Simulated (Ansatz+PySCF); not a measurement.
Results of a calculation; reference values are marked as such.
Input for PySCF 2.14.0:

```python
from pyscf import gto, scf, cc

mol = gto.M(atom="""
O 0.000000 0.000000 0.000000
F 0.000000 0.000000 2.700000
""", basis='6-31g', charge=0, spin=1)
mf = scf.UHF(mol)
mf.kernel()
mycc = cc.CCSD(mf, frozen=2).run()
et = mycc.ccsd_t()
print(mf.e_tot, mycc.e_corr, et, mycc.e_tot + et)
```

The script is written out from the run's settings.

Output:

* Converged: yes
* Reference energy: -173.85508 hartree
* CCSD correlation energy: -0.42646 hartree
* Triples correction: 0.00000 hartree
* Total energy: -174.28155 hartree
* Spin squared of the determinant: 0.752

This is not the lowest solution: another run reaches a determinant 7.79 eV lower. Caution: large amplitudes, a single reference is doubtful.
